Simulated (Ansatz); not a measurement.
**RPA@PBE0/def2-TZVPP run of H3NO (hydroxylamine)**

What is the vertical ionisation energy of H3NO (hydroxylamine) at RPA@PBE0/def2-TZVPP? 

Program for the calculation: Ansatz 0.2.0.

54 further runs of the same task are left out: 54 set aside as unsound or not needed.

### 1 Starting point

The species is H3NO (5 atoms), meant as a singlet with charge 0. SMILES: `NO`. Geometry: relaxed at PBE0-D4/def2-TZVP. This is one conformer, not always the lowest.

Bond lengths: N1–O2 1.422 Å, N1–H3 1.016 Å, N1–H4 1.016 Å, O2–H5 0.960 Å. Angles: N1–O2–H5 102.8°, O2–N1–H3 104.5°, O2–N1–H4 104.5°, H3–N1–H4 106.0°.

### 2 The energy at RPA@PBE0/def2-TZVPP

File job.yaml:

```yaml
basis:
  gaussian:
    orbitals: def2-TZVPP
crystal:
  periodic: [false, false, false]
  atoms:
    - {symbol: N, position_ang: [-0.165120, -0.361290, -0.321170]}
    - {symbol: O, position_ang: [0.364460, 0.666040, 0.508060]}
    - {symbol: H, position_ang: [-0.162690, -1.190020, 0.266770]}
    - {symbol: H, position_ang: [-1.141650, -0.109840, -0.446210]}
    - {symbol: H, position_ang: [1.105010, 0.995100, -0.007440]}
hamiltonian:
  xc: pbe0
correlation:
  method: rpa
  frozen_orbitals: {H: 0, "N": 1, O: 1}
accuracy: high
```

Launch:

```sh
$ ansatz run job.yaml --threads 1 --pin off --max-ram 3480MiB --events-out events.jsonl --progress --plain --runs-dir runs
```

What it wrote:

```text
Warning: RAYON_NUM_THREADS=1 ignored (pool sized by the plan → 1); use --threads N
Functional definition: PBE0
  name "PBE0"
  parameter a = 0.25
  parameter kappa = 0.804
  parameter beta = 0.06672455060314922
  exchange = (1 - a)*pbe_x(kappa = kappa, mu = beta*pi^2/3) + a*exact_x
  correlation = pbe_c(beta = beta)
1821 factors; integrals over basis functions are off by at most 3.5e-9 eV
mean field evaluation 1: about -3578.3222 eV, gradient 4.5e1 eV
mean field evaluation 2: about -3578.3208 eV, gradient 4.5e1 eV
mean field evaluation 4: about -3581.8878 eV, gradient 3.8e0 eV
mean field evaluation 8: about -3581.9110 eV, gradient 4.9e-2 eV
mean field evaluation 16: about -3581.9110 eV, gradient 1.3e-6 eV
mean field -3581.91102839 eV, -131.6328023867 hartree, gradient 4.4e-8 eV, S^2 0.000000; 0 other end points of the search recorded, 0 dependent functions left out
2 core orbitals not correlated: weight in the atoms' cores, before any rotation towards them, 1.000 or more for the frozen orbitals, at most 0.000 for the correlated occupied ones
reference -3565.75972312 eV, -131.0392528658 hartree; 7, 7 occupied and 95, 95 virtual orbitals, 1821 factors
Total energy: -3583.94570233 eV, -131.7075752751 hartree
```

It took 6.3 s on 1 thread of Arm Neoverse V2, shared host; peak memory 0.34 GiB.

### 3 The doublet cation

File run.yaml:

```yaml
crystal:
  periodic: [false, false, false]
  atoms:
    - {symbol: "N", position_ang: [-0.165120, -0.361290, -0.321170]}
    - {symbol: O, position_ang: [0.364460, 0.666040, 0.508060]}
    - {symbol: H, position_ang: [-0.162690, -1.190020, 0.266770]}
    - {symbol: H, position_ang: [-1.141650, -0.109840, -0.446210]}
    - {symbol: H, position_ang: [1.105010, 0.995100, -0.007440]}
basis:
  gaussian:
    orbitals: def2-TZVPP
total_charge: 1
magnetization:
  spin_polarized: true
  initial_magnetization: 1
hamiltonian:
  xc: pbe0
correlation:
  method: rpa
  frozen_orbitals: {H: 0, "N": 1, O: 1}
accuracy: high
```

Launch:

```sh
$ ansatz run run.yaml --threads 1 --pin off --max-ram 3480MiB --events-out events.jsonl --progress --plain --runs-dir runs
```

What it wrote, shortened:

```text
Warning: RAYON_NUM_THREADS=1 ignored (pool sized by the plan → 1); use --threads N
[... 2 set-up lines as earlier in the session ...]
[...]
1821 factors; integrals over basis functions are off by at most 3.5e-9 eV
[...]
mean field -3571.46176999 eV, -131.2487992233 hartree, gradient 2.9e-8 eV, S^2 0.754600; 3 other end points of the search recorded, 0 dependent functions left out
2 core orbitals not correlated: weight in the atoms' cores, before any rotation towards them, 1.000 or more for the frozen orbitals, at most 0.000 for the correlated occupied ones
reference -3556.15478737 eV, -130.6862779877 hartree; 7, 6 occupied and 95, 96 virtual orbitals, 1821 factors
Total energy: -3573.25857585 eV, -131.3148306207 hartree
```

Run time: 11 s. Hardware: 1 thread of Arm Neoverse V2, shared host; peak memory 0.38 GiB.

### 4 What came out

Level: RPA@PBE0/def2-TZVPP, 2 core orbitals frozen.

```
                                          quantity          value
                        singlet H3NO: total energy  -131.70758 Eh
    singlet H3NO: RPA correlation energy (valence)     -668.3 mEh
                      doublet cation: total energy  -131.31483 Eh
  doublet cation: RPA correlation energy (valence)     -628.6 mEh
 doublet cation: ⟨S²⟩ of the reference determinant          0.755
vertical ionisation energy (to the doublet cation)      10.687 eV
```

Removing an electron at fixed nuclei costs 10.69 eV (1031 kJ/mol).
